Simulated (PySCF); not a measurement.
phosphethene: gas-phase deprotonation enthalpies at several levels

Structure: `C=P` (CH3P). Coordinates in Å; atoms count from 1 in this order:
```
C    -0.5406   -0.0260   -0.0080
P     0.9453   -0.7832    0.0298
H    -1.4510   -0.6355    0.0133
H    -0.6972    1.0567   -0.0533
H     1.7637    0.3953   -0.0156
```

All levels share the PBE0-D3(BJ)/ma-def2-SVP structures and the PBE0-D3(BJ)/ma-def2-SVP thermal terms; only the single-point energies (PySCF) change. Values are gas-phase deprotonation enthalpies (298 K, kJ/mol).

```
                   level    P2    C1    time
        MP2/ma-def2-TZVP  1542  1626   2.8 s
PBE0-D3(BJ)/ma-def2-TZVP  1553  1627       –
    CCSD(T)/ma-def2-TZVP  1554  1628    29 s
         HF/ma-def2-TZVP  1568  1639  0.82 s
```

Times are wall times for all single points of a level on 1 thread of Arm Neoverse V2, a shared host; the dash marks the run that also made the structures.

Hartree-Fock leaves out electron correlation, so its deprotonation energies can be off by tens of kJ/mol.

The widest spread is that of P2: 26 kJ/mol, from 1542 to 1568.

Caveats: one E/Z form of each vinyl-type anion was tried, and another may lie lower.
